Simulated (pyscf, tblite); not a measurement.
H₃Si–AsH• (SMILES [SiH3][AsH]) + H• (SMILES [H]) -> AsH₂• (SMILES [AsH2]) + SiH₃• (SMILES [SiH3]): energy along the mass-weighted descent from the GFN2-xTB with spin polarisation saddle (tblite), relative to the relaxed reactant side, a complex of the molecules.

```
s (amu^1/2 bohr) | E (kcal/mol)
   -0.321 | ############################## 1.5
   -0.302 | ############################## 1.5
   -0.290 | ############################## 1.5
   -0.270 | ############################## 1.5
   -0.240 | ############################## 1.5
   -0.240 | ############################## 1.5
   -0.120 | ############################## 1.5
    0.120 | ############################## 1.5
    0.120 | ############################## 1.5
    0.150 | ############################## 1.5
    0.160 | ############################## 1.5
```

Question: The GFN2-xTB with spin polarisation barrier from the reactant side is 1.5 kcal/mol. What does ωB97X-D3(BJ) (PySCF) give from its own reactant-side minimum, in def2-SVP and in def2-TZVP?

Answer: 0.6 kcal/mol in the double-zeta basis after reoptimising the saddle, and 0.6 kcal/mol in the triple-zeta single point, so the tight-binding barrier lies 0.9 kcal/mol over the latter. The imaginary mode goes from 177i to 305i cm⁻¹.
